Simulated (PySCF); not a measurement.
The dipole of `CCP1(=N)CC1` from its density and from atomic charges.

Coordinates (GFN2-xTB, Å) and charges (e) from the PBE0/pcSseg-1 density (PySCF):

```
atom       x       y       z  Mulliken      IAO  Hirshfeld  ESP-fitted
  C1  -2.174   0.015   0.070   -0.2808  -0.4180    -0.1172     -0.1067
  C2  -0.919  -0.683   0.571   -0.4455  -0.4846    -0.0993     -0.2213
  P3   0.491  -0.216  -0.543   +0.6428  +1.2704    +0.3751     +0.5795
  N4   0.453  -0.292  -2.100   -0.6158  -0.9643    -0.4059     -0.8441
  C5   2.011  -0.131   0.470   -0.4000  -0.5392    -0.1345     -0.6041
  C6   1.315   1.224   0.148   -0.3823  -0.5094    -0.1248     -0.1753
  H7  -3.046  -0.285   0.649   +0.1271  +0.1459    +0.0443     +0.0498
  H8  -2.345  -0.232  -0.977   +0.1311  +0.1541    +0.0420     +0.0607
  H9  -2.057   1.096   0.142   +0.1252  +0.1452    +0.0424     +0.0311
 H10  -1.037  -1.769   0.531   +0.1566  +0.1525    +0.0465     +0.0907
 H11  -0.678  -0.396   1.595   +0.1450  +0.1526    +0.0491     +0.1189
 H12   0.269  -1.215  -2.472   +0.1713  +0.2451    +0.0862     +0.3596
 H13   2.037  -0.426   1.509   +0.1448  +0.1548    +0.0434     +0.1823
 H14   2.946  -0.304  -0.048   +0.1613  +0.1663    +0.0493     +0.2310
 H15   0.893   1.755   0.991   +0.1497  +0.1553    +0.0479     +0.1138
 H16   1.832   1.869  -0.550   +0.1695  +0.1733    +0.0562     +0.1343
```

Task: Form Σ q r in debye for every column and set it beside the full dipole.

Result: The full density gives (-0.69, -0.99, 3.09) D, 3.31 D in size; dipole vectors point from the negative to the positive end.

| scheme | μx | μy | μz | size (D) | share of the full size (%) | angle to the full dipole (°) |
| --- | --- | --- | --- | --- | --- | --- |
| Mulliken | -0.97 | -0.38 | 2.67 | 2.86 | 86 | 12 |
| IAO | -1.21 | -1.38 | 3.21 | 3.70 | 112 | 9 |
| Hirshfeld | -0.42 | -0.28 | 2.24 | 2.29 | 69 | 10 |
| ESP-fitted | -0.69 | -0.96 | 3.09 | 3.31 | 100 | 0 |

Task: Which set comes closest?

Result: Length of the difference vector: ESP-fitted 0.02 D, IAO 0.66 D, Mulliken 0.79 D, Hirshfeld 1.14 D. Closest: ESP-fitted. The schemes that divide the density aren't constrained to reproduce the dipole.

Task: What is left for the Hirshfeld atoms' own dipoles?

Result: The shares of the density sum to the whole, so what Σ q r misses lies in dipoles about the nuclei. The atomic dipoles sum to (-0.69, -0.99, 3.09) − (-0.42, -0.28, 2.24) = (-0.27, -0.71, 0.85) D, 1.14 D in size.

Task: With the origin at the mean of the coordinates, (0.000, 0.001, -0.001) Å, which are the largest single terms, by size, of the Mulliken dipole along the direction of the full one?

Result: N4 +5.81, C2 -1.98, P3 -1.68, H12 -1.64, H11 +1.22 D; all 16 atoms together +2.80 D. The single terms depend on the origin, their sum doesn't.

Task: Give the size of the full dipole in other units.

Result: 3.31 D = 1.303 au = 0.690 e·Å = 11.05 × 10⁻³⁰ C·m.

Isolated species at its GFN2-xTB geometry (one conformer only).

The values belong to the conformer `[CH3:1][CH2:2][P:3]1(=[NH:4])[CH2:5][CH2:6]1`: C1–C2–P3–N4 -50°.
